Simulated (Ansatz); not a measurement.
**AlBClH₃: small, medium and large basis sets**

Aim: see how fast density functionals converge with the basis set for AlBClH₃.

Method: one geometry, several basis sets; program: Ansatz 0.2.0, Gaussian basis.

Plan: PBE0-D4/def2-SVP; ωB97M-V/def2-SVP; PBE0-D4/def2-QZVPP; ωB97M-V/def2-QZVPP; the functionals' def2-TZVPP values are taken from earlier runs.

1 further run of the same task is left out (it didn't finish).

## (1) The geometry

The geometry comes from an earlier relaxation with PBE0-D4 in a triple-zeta def2 set; it is a stationary point.

6 atoms, charge 0, spin multiplicity 1.

Atoms are counted from 1 here; the program's logs count them from 0.

Bond lengths: Al1–B2 2.129 Å, Al1–H4 1.591 Å, Al1–H5 1.591 Å, B2–Cl3 1.756 Å, B2–H6 1.197 Å. Angles: B2–Al1–H4 120.6°, B2–Al1–H5 120.5°, H4–Al1–H5 118.9°, Al1–B2–Cl3 117.3°, Al1–B2–H6 129.0°, Cl3–B2–H6 113.7°.

## (2) PBE0-D4 in def2-SVP

Input file in.yaml:

```yaml
crystal:
  periodic: [false, false, false]
  atoms:
    - {symbol: Al, position_ang: [-0.701072, 0.444257, -0.653039]}
    - {symbol: B, position_ang: [0.862189, -0.302387, 0.583765]}
    - {symbol: Cl, position_ang: [0.537080, -1.764489, 1.499940]}
    - {symbol: H, position_ang: [-0.841368, -0.039862, -2.161862]}
    - {symbol: H, position_ang: [-1.776992, 1.460342, -0.069695]}
    - {symbol: H, position_ang: [1.962062, 0.138140, 0.754792]}
basis:
  gaussian: {orbitals: def2-SVP}
hamiltonian: {xc: pbe0, dispersion: d4}
output: {orbitals: {seedname: orbitals}}
```

The run is started by

```console
> ansatz run in.yaml --threads 2 --pin off --events-out ev --progress --plain --max-ram 4352MiB
```

After this run come: ωB97M-V in def2-SVP; PBE0-D4 in def2-QZVPP; ωB97M-V in def2-QZVPP.

**Question.** What will the summary of the whole plan be? Wanted: PBE0-D4: double and triple zeta above quadruple; ωB97M-V: double and triple zeta above quadruple.

**Answer**, as computed:

| quantity | value |
| --- | --- |
| PBE0-D4: double and triple zeta above quadruple | 7.97, 0.62 eV |
| ωB97M-V: double and triple zeta above quadruple | 7.96, 0.59 eV |

What this shows: PBE0-D4 gains 7.35 eV from double to triple zeta, then 0.62 eV more. These are total energies; as a rule much of such shifts cancels in differences, which this series doesn't test.
